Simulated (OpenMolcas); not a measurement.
# HF/def2-TZVP (Cholesky decomposition) run of BNH4 (SMILES BN)

Aim: the vertical singlet–triplet gap of BNH4 at HF/def2-TZVP (Cholesky decomposition), from 2 runs. 

Program for the calculation: OpenMolcas 26.06.

## 1. The structure to begin with

The species is BNH4 (6 atoms), meant as a singlet with charge 0. SMILES: `BN`. Geometry: relaxed at PBE0-D4/def2-TZVP.

Bond lengths: B1–N2 1.385 Å, B1–H3 1.197 Å, B1–H4 1.197 Å, N2–H5 1.006 Å, N2–H6 1.006 Å. Angles: B1–N2–H5 123.2°, B1–N2–H6 123.2°, N2–B1–H3 119.0°, N2–B1–H4 119.0°, H5–N2–H6 113.5°, H3–B1–H4 122.0°.

## 2. A single-point energy at HF/def2-TZVP (Cholesky decomposition)

job.inp reads:

```
&GATEWAY
  BasLib = $CurrDir
  Coord
  6
  angstrom
  B       -0.128200      -0.679600      -0.025600
  N        0.146100       0.677400       0.010800
  H        0.225800      -1.368000       0.887500
  H       -0.712000      -1.128700      -0.969200
  H       -0.121600       1.313700      -0.720800
  H        0.632000       1.121400       0.771300
  Basis = def2-TZVP
  Group = NoSym

&SEWARD
  High

&SCF
  PrOrbitals = 0
```

The basis set def2-TZVP is read from a file made from the Basis Set Exchange's data (not shown).

The run is started by

```sh
$ export MOLCAS_MEM=1860
$ pymolcas job.inp > job.log
```

Standard output, cut to the lines that bear on the results:

```text
--- Start Module: gateway ---
[...]
--- Stop Module: gateway /rc=_RC_ALL_IS_WELL_ ---
--- Start Module: seward ---
[...]
      Basis functions           86
--- Stop Module: seward /rc=_RC_ALL_IS_WELL_ ---
[...]
--- Start Module: scf ---
[...]
       Convergence after  10 Iterations
[...]
::    Total SCF energy                                -81.5276286702
[...]
      Total spin, S                                     0.0000000000
[...]
      Total electronic charge=   16.000000
      Total            charge=   -0.000000
[...]
      Dipole Moment (debye):
      Origin of the operator (angstrom)=    0.0227    0.0669   -0.0056
                   X=  3.4376E-01               Y=  1.7022E+00               Z=  4.5585E-02           Total=  1.7371E+00
      Quadrupole Moment (debye*angstrom):
[...]
--- Stop Module: scf /rc=_RC_ALL_IS_WELL_ ---
[...]
```

It took 4.5 s on 1 thread of Arm Neoverse V2, shared host; peak memory 0.092 GiB.

## 3. The triplet

job.input reads:

```
>>> EXPORT MOLCAS_PRINT=2

&GATEWAY
 BasLib = $CurrDir
 Coord
 6
 angstrom
 B       -0.128200      -0.679600      -0.025600
 N        0.146100       0.677400       0.010800
 H        0.225800      -1.368000       0.887500
 H       -0.712000      -1.128700      -0.969200
 H       -0.121600       1.313700      -0.720800
 H        0.632000       1.121400       0.771300
 Basis = def2-TZVP
 Group = NoSym

&SEWARD
 High

&SCF
 UHF
 Spin = 3
 PrOrbitals = 0
```

The basis set def2-TZVP is read from a file made from the Basis Set Exchange's data (not shown).

The run is started by

```sh
$ export MOLCAS_MEM=1860
$ pymolcas job.input > job.log
```

Standard output, cut to the lines that bear on the results:

```text
--- Start Module: gateway ---
[...]
--- Stop Module: gateway /rc=_RC_ALL_IS_WELL_ ---
--- Start Module: seward ---
[...]
      Basis functions           86
--- Stop Module: seward /rc=_RC_ALL_IS_WELL_ ---
[...]
--- Start Module: scf ---
[...]
       Convergence after  15 Iterations
[...]
::    Total SCF energy                                -81.3241908054
[...]
      Total spin, S                                     1.0070528690
[...]
      Total electronic charge=   16.000000
      Total            charge=   -0.000000
[...]
      Dipole Moment (debye):
      Origin of the operator (angstrom)=    0.0227    0.0669   -0.0056
                   X=  1.2507E+00               Y=  6.1876E+00               Z=  1.6570E-01           Total=  6.3149E+00
      Quadrupole Moment (debye*angstrom):
[...]
--- Stop Module: scf /rc=_RC_ALL_IS_WELL_ ---
[...]
```

Run time: 8.4 s. Hardware: 1 thread of Arm Neoverse V2, shared host; peak memory 0.092 GiB.

## 4. Outcome

Level: HF/def2-TZVP (Cholesky decomposition).

```
                                        quantity         value
                           singlet: total energy  -81.52763 Eh
                          singlet: dipole moment        1.74 D
                            singlet: HOMO energy     -11.98 eV
                            singlet: LUMO energy       3.30 eV
                          singlet: HOMO–LUMO gap      15.27 eV
                           triplet: total energy  -81.32419 Eh
                          triplet: dipole moment        6.31 D
     triplet: HOMO energy (highest over α and β)      -4.97 eV
      triplet: LUMO energy (lowest over α and β)      -0.62 eV
                                   triplet: ⟨S²⟩         2.021
vertical energy of the triplet above the singlet      5.536 eV
```

**Reading.** At this shape the triplet lies 5.54 eV (128 kcal/mol) above the singlet.
